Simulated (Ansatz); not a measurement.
## AlH2O2 (SMILES [OH][Al][OH]): methods side by side

The species is AlH2O2 (5 atoms), meant as a doublet with charge 0. SMILES: `[OH][Al][OH]`. The coordinates come from a PBE0-D4/def2-TZVP relaxation. This is one conformer, not always the lowest.

```xyz
5

O    -1.5735   -0.3246   -0.2375
Al    0.0185   -0.8251    0.0650
O     1.2494    0.3483    0.1600
H    -1.8097    0.5958   -0.3592
H     2.1651    0.1318    0.3304
```

Quantity: the energy change with the O3–H5 bond stretched from 0.956 to 1.434 Å, in eV. The values are calculated.

```json
{"level": "UHF/STO-3G", "kind": "Hartree–Fock", "program": "Ansatz", "value (eV)": "2.67", "less FCI/STO-3G": "+0.86", "CPU time (all runs)": "0.49 s"}
{"level": "USVWN5/STO-3G", "kind": "LDA", "program": "Ansatz", "value (eV)": "1.93", "less FCI/STO-3G": "+0.12", "CPU time (all runs)": "2.4 s"}
{"level": "UBLYP/STO-3G", "kind": "GGA", "program": "Ansatz", "value (eV)": "1.63", "less FCI/STO-3G": "-0.18", "CPU time (all runs)": "4.1 s"}
{"level": "U-r2SCAN/STO-3G", "kind": "meta-GGA", "program": "Ansatz", "value (eV)": "2.04", "less FCI/STO-3G": "+0.23", "CPU time (all runs)": "11 s"}
{"level": "U-r2SCAN0/STO-3G", "kind": "hybrid meta-GGA", "program": "Ansatz", "value (eV)": "2.37", "less FCI/STO-3G": "+0.56", "CPU time (all runs)": "12 s"}
{"level": "UHSE06/STO-3G", "kind": "range-separated hybrid", "program": "Ansatz", "value (eV)": "2.20", "less FCI/STO-3G": "+0.39", "CPU time (all runs)": "5.7 s"}
{"level": "UCCSD(T)/STO-3G", "kind": "coupled cluster or CI", "program": "Ansatz", "value (eV)": "1.83", "less FCI/STO-3G": "+0.02", "CPU time (all runs)": "0.86 s"}
{"level": "FCI/STO-3G", "kind": "exact in the basis", "program": "Ansatz", "value (eV)": "1.81", "less FCI/STO-3G": "0.00", "CPU time (all runs)": "2.6 min"}
```

FCI/STO-3G is exact within its basis and frozen core, so for wave-function methods in that basis the difference is their error; functionals converge differently with the basis, so for them it is only a difference. The first shape isn't each level's own minimum. The values span 1.63 to 2.67 eV. Spin contamination of the reference (⟨S²⟩ at least 0.1 too high) touches UHF/STO-3G, UCCSD(T)/STO-3G. All rows use very small basis sets, so none should be taken for the real molecule's value. CPU times are rough (shared hosts, several kinds of processor and program).
